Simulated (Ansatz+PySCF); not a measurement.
A calculation with PySCF 2.14.0.

```python
from pyscf import gto, scf, mp

mol = gto.M(atom="""
N -0.004730 0.013860 0.515020
F 1.240160 -0.027160 -0.156380
F -0.592870 1.012030 -0.099530
F -0.588520 -1.092440 -0.095910
""", basis='def2-svp', charge=0, spin=0)
mf = scf.RHF(mol)
mf.init_guess = 'minao'
mf.kernel()
while True:  # follow internal instabilities
    mo, _, stable, _ = mf.stability(return_status=True)
    if stable: break
    mf.kernel(mf.make_rdm1(mo, mf.mo_occ))
pt = mp.MP2(mf, frozen=4).run()
print(mf.e_tot, pt.e_corr, pt.e_tot)
print(-pt.nuc_grad_method().kernel() * 51.422067)  # forces in eV/Å
```

The script is written out from the run's settings.

Output:

| Property | Result |
| --- | --- |
| Converged | yes |
| Reference energy | -352.23505 hartree |
| Correlation energy | -0.73223 hartree |
| Total energy | -352.96728 hartree |
| Spin squared of the determinant | 0.000 |

Forces (eV/Å):
```json
{"atom": "N1", "Fx": "1.438", "Fy": "-1.788", "Fz": "-1.244"}
{"atom": "F2", "Fx": "-0.527", "Fy": "0.262", "Fz": "0.896"}
{"atom": "F3", "Fx": "-0.760", "Fy": "1.145", "Fz": "-0.328"}
{"atom": "F4", "Fx": "-0.151", "Fy": "0.381", "Fz": "0.676"}
```
